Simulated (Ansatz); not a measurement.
Ansatz (a quantum-chemistry and plane-wave program) job for AlCl₃, SMILES [Cl][Al]([Cl])[Cl], ωB97X-V/def2-SVPD. Geometry optimised at B3LYP-D3(BJ)/def2-SVP. The isomer is the one that the SMILES or the coordinates give; other isomers of the formula were not compared.

Ansatz 0.2 input:
```yaml
crystal:
  periodic: [false, false, false]
  atoms:
    - {symbol: Al, position_ang: [-0.00000000, 0.00000000, -0.00000000]}
    - {symbol: Cl, position_ang: [2.08459952, -0.00000000, 0.00000000]}
    - {symbol: Cl, position_ang: [-1.04229976, -1.80531614, 0.00000000]}
    - {symbol: Cl, position_ang: [-1.04229976, 1.80531614, 0.00000000]}
basis:
  gaussian:
    orbitals: def2-SVPD
hamiltonian:
  xc: {name: wB97X-V}
```

Log of the run:

```
WARN ansatz: RAYON_NUM_THREADS=1 ignored (pool sized by the plan → 1); use --threads N
Functional definition: wB97X-V
integrals: 0.07 GiB planned
947 factors; integrals over basis functions are off by at most 5.9e-4 eV
integrals: 0.13 GiB planned
351 factors; integrals over basis functions are off by at most 3.0e-5 eV
mean field: 0.66 GiB planned
mean field evaluation 1: about -44149.4447 eV, gradient 2.1e1 eV
mean field evaluation 2: about -44150.2347 eV, gradient 1.4e1 eV
mean field evaluation 4: about -44150.7599 eV, gradient 3.2e-1 eV
mean field evaluation 8: about -44150.7803 eV, gradient 2.3e-3 eV
mean field -44150.78028149 eV, -1622.5112488710 hartree, gradient 2.6e-5 eV, S^2 0.000000; 0 other end points of the search recorded, 0 dependent functions left out
reference -44150.78027923 eV, -1622.5112487880 hartree; 32, 32 occupied and 73, 73 virtual orbitals, 947 factors
Total energy: -44150.78027923 eV, -1622.5112487880 hartree
```

Self-consistency was reached.

Cost: about 8 core-seconds (a rough figure).
